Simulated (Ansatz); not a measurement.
**BSiNH: how the atomization moves with the basis**

BSiNH, doublet; coordinates (Å): B 0.000 -0.898 0.910; N 0.000 0.476 0.876; Si 0.000 0.062 -0.840; H 0.000 1.286 1.482. Quantity: atomization.

Ansatz 0.2.0, basis cc-pVDZ or cc-pVTZ; geometries are PBE0/def2-TZVP minima. Wave-function levels freeze the cores; HF, MP2 and coupled cluster are restricted for singlets and unrestricted otherwise, atoms included, Kohn–Sham unrestricted where that lies lower. The reference is CCSDT(Q) (coupled cluster only where its series has nearly closed). Semilocal and hybrid functionals correlate all electrons outside any core potential and usually lie nearer their basis limit than the reference, so part of their error here is the reference's basis and frozen-core error; RPA and the MP2 part of double hybrids freeze the same cores as the reference. None of these values is a measured one. Energies are electronic, without zero-point terms. No spin–orbit coupling and no scalar relativity. The species are chosen: bound, without strong static correlation by their natural occupations or amplitudes, in their lowest spin state as far as vertical gaps and like structures tell, and with a ladder that closes on the reference, so errors are smaller than for species at large; levels whose determinant breaks symmetry or spin markedly are left out.

```csv
level,cc-pVDZ (kcal/mol),cc-pVTZ (kcal/mol)
reference,270.7 (CCSDT(Q)),297.4 (CCSDT(Q))
HF,188.3,199.4
CCSD(T),269.8,296.9
CCSDT,269.9,296.5
PBE,321.3,329.9
r2SCAN,308.4,317.9
PBE0,307.9,317.3
B2PLYP,296.0,310.8
```

From cc-pVDZ to cc-pVTZ the reference moves by 26.7 kcal/mol and PBE by 8.6; the step from CCSD(T) to the reference is 0.9 in the first and 0.5 in the last.
